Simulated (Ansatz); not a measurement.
# C₆H₆O: basis-set convergence

Aim: see how fast density functionals converge with the basis set for C₆H₆O.

Computed with Ansatz 0.2.0, Gaussian basis. Level: one geometry, several basis sets.

The runs, in order: PBE0-D4/def2-SVP; ωB97M-V/def2-SVP; PBE0-D4/def2-QZVPP; ωB97M-V/def2-QZVPP; the functionals' def2-TZVPP values are taken from earlier runs.

1 further run of the same task is left out (it didn't finish).

## (1) Structure used throughout

The geometry comes from an earlier relaxation with PBE0-D4 in a triple-zeta def2 set; it is a stationary point, not always the lowest conformer.

SMILES `C=Cc1ccco1`, 13 atoms, charge 0, spin multiplicity 1.

Atoms are counted from 1 here; the program's logs count them from 0.

Bond lengths: C1–C2 1.332 Å, C1–H8 1.083 Å, C1–H9 1.082 Å, C2–C3 1.437 Å, C2–H10 1.086 Å, C3–C4 1.364 Å, C3–O7 1.358 Å, C4–C5 1.421 Å, C4–H11 1.078 Å, C5–C6 1.354 Å, C5–H12 1.078 Å, C6–O7 1.349 Å, C6–H13 1.077 Å. Angles: C2–C1–H8 121.5°, C2–C1–H9 120.9°, H8–C1–H9 117.6°, C1–C2–C3 125.7°, C1–C2–H10 120.0°, C3–C2–H10 114.3°, C2–C3–C4 131.7°, C2–C3–O7 118.9°, C4–C3–O7 109.4°, C3–C4–C5 106.6°, C3–C4–H11 125.8°, C5–C4–H11 127.6°, C4–C5–C6 105.8°, C4–C5–H12 127.7°, C6–C5–H12 126.4°, C5–C6–O7 110.7°, C5–C6–H13 133.2°, O7–C6–H13 116.1° and more.

## (2) PBE0-D4 in def2-SVP

in.yaml

```yaml
crystal:
  periodic: [false, false, false]
  atoms:
    - {symbol: C, position_ang: [1.598418, 0.733385, 1.772079]}
    - {symbol: C, position_ang: [1.254144, -0.233086, 0.921911]}
    - {symbol: C, position_ang: [0.143041, -0.191294, 0.010955]}
    - {symbol: C, position_ang: [-0.316816, -1.095436, -0.901028]}
    - {symbol: C, position_ang: [-1.454659, -0.508116, -1.518199]}
    - {symbol: C, position_ang: [-1.603541, 0.706819, -0.938250]}
    - {symbol: O, position_ang: [-0.645413, 0.913564, -0.011540]}
    - {symbol: H, position_ang: [1.036936, 1.657691, 1.835912]}
    - {symbol: H, position_ang: [2.453288, 0.619923, 2.426045]}
    - {symbol: H, position_ang: [1.834103, -1.149910, 0.878487]}
    - {symbol: H, position_ang: [0.113225, -2.064028, -1.101124]}
    - {symbol: H, position_ang: [-2.078852, -0.930558, -2.288950]}
    - {symbol: H, position_ang: [-2.313273, 1.506345, -1.071597]}
basis:
  gaussian: {orbitals: def2-SVP}
hamiltonian: {xc: pbe0, dispersion: d4}
output: {orbitals: {seedname: orbitals}}
```

Further steps of the session: ωB97M-V in def2-SVP; PBE0-D4 in def2-QZVPP; ωB97M-V in def2-QZVPP.

Q: Predict the results of all the runs planned. Wanted: PBE0-D4: double and triple zeta above quadruple; ωB97M-V: double and triple zeta above quadruple.

As calculated:

```
                                       quantity          value
PBE0-D4: double and triple zeta above quadruple  9.58, 0.44 eV
ωB97M-V: double and triple zeta above quadruple  9.91, 0.41 eV
```

For PBE0-D4 the step from double to triple zeta gains 9.14 eV and the next only 0.44 eV. These are total energies; as a rule much of such shifts cancels in differences, which this series doesn't test.
